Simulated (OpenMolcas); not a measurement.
**[NO2]+ (SMILES O=[N+]=O): levels of theory compared**

Wanted: a comparison of 6 runs (M06-2X/STO-3G, PBE0/STO-3G, SVWN5/STO-3G, r2SCAN/STO-3G, MP2/STO-3G, ACPF/STO-3G) of [NO2]+. 

The calculation is run with OpenMolcas 26.06.

3 further runs of the same task are left out: 1 for a known fault of the program, 2 set aside as unsound or not needed.

## (1) The system as given

[NO2]+ has 3 atoms, charge +1, and is taken as a singlet. SMILES: `O=[N+]=O`. One bond was lengthened or shortened from a relaxed shape.

Bond lengths: O1–N2 1.110 Å, N2–O3 1.387 Å. Angles: O1–N2–O3 180.0°.

## (2) The energy at M06-2X/STO-3G (run 1)

File job.input:

```
&GATEWAY
  BASLIB=$CurrDir
  COORD
  3
  angstrom
  O       -0.716226       1.158763      -0.261973
  N       -0.143256       0.231733      -0.052393
  O        0.572990      -0.927010       0.209580
  BASIS=STO-3G
  GROUP=NoSym

&SEWARD
  GRIDINPUT
  Grid=UltraFine
  End of Grid

&SCF
  CHARGE=1
  KSDFT=M062X
  THRESHOLDS=1e-10 1e-07 1e-07 1e-05
  PRORBITALS=1 1
```

The basis set STO-3G is read from a file made from the Basis Set Exchange's data (not shown).

The run is started by

```
$ export MOLCAS_MEM=1860
$ pymolcas job.input > job.log
```

Output:

```text
--- Start Module: gateway ---
[...]
--- Stop Module: gateway /rc=_RC_ALL_IS_WELL_ ---
--- Start Module: seward ---
[...]
      Basis functions           15
--- Stop Module: seward /rc=_RC_ALL_IS_WELL_ ---
--- Start Module: scf ---
[...]
       Convergence after  17 Iterations
[...]
::    Total KS-DFT energy                            -201.8860041970
[...]
      Total spin, S                                     0.0000000000
[...]
      Total electronic charge=   22.000000
      Total            charge=    1.000000
[...]
      Dipole Moment (debye):
      Origin of the operator (angstrom)=   -0.0934    0.1512   -0.0342
                   X= -1.5894E-01               Y=  2.5712E-01               Z= -5.8131E-02           Total=  3.0782E-01
      Center of Charge (angstrom)
[...]
--- Stop Module: scf /rc=_RC_ALL_IS_WELL_ ---
[...]
```

It took 4.8 s on 1 thread of Arm Neoverse V1, shared host; peak memory 0.37 GiB.

## (3) A single-point energy at PBE0/STO-3G (run 2)

File job.input:

```
* NO2 Kohn-Sham DFT

&gateway
 baslib=$CurrDir
 coord
 3
 angstrom
 O       -0.716226       1.158763      -0.261973
 N       -0.143256       0.231733      -0.052393
 O        0.572990      -0.927010       0.209580
 basis=STO-3G
 group=NoSym

&seward
 gridinput
 Grid=UltraFine
 End of Grid

&scf
 charge=1
 ksdft=PBE0
 thresholds=1e-10 1e-07 1e-07 1e-05
 prorbitals=1 1
```

The basis set STO-3G is read from a file made from the Basis Set Exchange's data (not shown).

The run is started by

```
$ export MOLCAS_MEM=1860
$ pymolcas job.input > job.log
```

Output:

```text
--- Start Module: gateway ---
[...]
--- Stop Module: gateway /rc=_RC_ALL_IS_WELL_ ---
--- Start Module: seward ---
[...]
      Basis functions           15
--- Stop Module: seward /rc=_RC_ALL_IS_WELL_ ---
--- Start Module: scf ---
[...]
       Convergence after  20 Iterations
[...]
::    Total KS-DFT energy                            -201.7278768230
[...]
      Total spin, S                                     0.0000000000
[...]
      Total electronic charge=   22.000000
      Total            charge=    1.000000
[...]
      Dipole Moment (debye):
      Origin of the operator (angstrom)=   -0.0934    0.1512   -0.0342
                   X= -9.4773E-02               Y=  1.5332E-01               Z= -3.4663E-02           Total=  1.8355E-01
      Center of Charge (angstrom)
[...]
--- Stop Module: scf /rc=_RC_ALL_IS_WELL_ ---
[...]
```

It took 4.5 s on 1 thread of Arm Neoverse V1, shared host; peak memory 0.37 GiB.

Runs 3 to 5 aren't shown in full; the table further down has their settings and results.

## (4) The energy at ACPF/STO-3G (run 6)

File job.input:

```
* NO2 ACPF

&GATEWAY
 BASLIB = $CurrDir
 COORD
 3
 angstrom
 O       -0.716226       1.158763      -0.261973
 N       -0.143256       0.231733      -0.052393
 O        0.572990      -0.927010       0.209580
 BASIS = STO-3G
 GROUP = NoSym

&SEWARD

&SCF
 CHARGE = 1
 THRESHOLDS = 1e-10 1e-07 1e-07 1e-05
 PRORBITALS = 1 1

&MOTRA
 FROZEN = 3

&GUGA
 ELECTRONS = 16
 SPIN = 1
 INACTIVE = 8
 ACTIVE = 0
 CIALL = 1

&CPF
 ACPF
```

The basis set STO-3G is read from a file made from the Basis Set Exchange's data (not shown).

The run is started by

```
$ export MOLCAS_MEM=1860
$ pymolcas job.input > job.log
```

Output:

```text
--- Start Module: gateway ---
[...]
--- Stop Module: gateway /rc=_RC_ALL_IS_WELL_ ---
[...]
      Basis functions           15
[...]
       Convergence after  16 Iterations
[...]
::    Total SCF energy                               -200.9147749197
[...]
      Total spin, S                                     0.0000000000
[...]
      *** WARNING: Default frozen orbitals is overwritten by user input.
      *** Default values:   3
[...]
--- Start Module: guga ---
[...]
--- Stop Module: guga /rc=_RC_ALL_IS_WELL_ ---
--- Start Module: cpf ---
[...]
      Active orbitals                            0       0
[...]
      Spin quantum number                      0.0
[...]
     FINAL ACPF ENERGY        -201.21659073
     FINAL CORRELATION ENERGY   -0.30181581  REFERENCE ENERGY    -200.91477492
[...]
      Title:  ACPF natural orbitals
[...]
      Total electronic charge=   22.000000
      Total            charge=    1.000000
[...]
      Dipole Moment (debye):
      Origin of the operator (angstrom)=   -0.0934    0.1512   -0.0342
                   X=  5.8540E-01               Y= -9.4708E-01               Z=  2.1412E-01           Total=  1.1338E+00
      Quadrupole Moment (debye*angstrom):
[...]
--- Stop Module: cpf /rc=_RC_ALL_IS_WELL_ ---
[...]
```

It took 1.8 s on 1 thread of Arm Neoverse V1, shared host; peak memory 0.37 GiB.

## (5) All runs side by side

| run | level | integration grid | frozen core orbitals | energy (Eh) | HOMO energy (eV) | LUMO energy (eV) | HOMO–LUMO gap (eV) | wall time |
| --- | --- | --- | --- | --- | --- | --- | --- | --- |
| 1 | M06-2X/STO-3G | UltraFine | – | -201.886004 | -19.67 | -10.30 | 9.37 | 4.8 s |
| 2 | PBE0/STO-3G | UltraFine | – | -201.727877 | -18.40 | -11.53 | 6.86 | 4.5 s |
| 3 | SVWN5/STO-3G | UltraFine | – | -200.435782 | -17.01 | -12.50 | 4.51 | 4.2 s |
| 4 | r2SCAN/STO-3G | UltraFine | – | -201.871288 | -17.37 | -12.49 | 4.89 | 6.3 s |
| 5 | MP2/STO-3G | – | 3 | -201.208669 | -21.69 | -7.21 | 14.47 | 1.7 s |
| 6 | ACPF/STO-3G | – | 3 | -201.216591 | -21.69 | -7.21 | 14.47 | 1.8 s |

## (6) Results

```
                                          quantity          value
                               run 6: total energy  -201.21659 Eh
        run 6: HOMO energy (Hartree–Fock orbitals)      -21.69 eV
        run 6: LUMO energy (Hartree–Fock orbitals)       -7.21 eV
      run 6: HOMO–LUMO gap (Hartree–Fock orbitals)       14.47 eV
run 6: correlation energy (3 core orbitals frozen)     -301.8 mEh
```

In words: Over runs 1, 2, 3, 4 the HOMO–LUMO gap runs from 4.51 eV (SVWN5/STO-3G) to 9.37 eV (M06-2X/STO-3G). Totals of different functionals can't be ranked against each other. In runs 1, 2, 3, 4, 5, 6 the basis is minimal, so the values are rough. All runs together took 23 s, the longest 6.3 s.
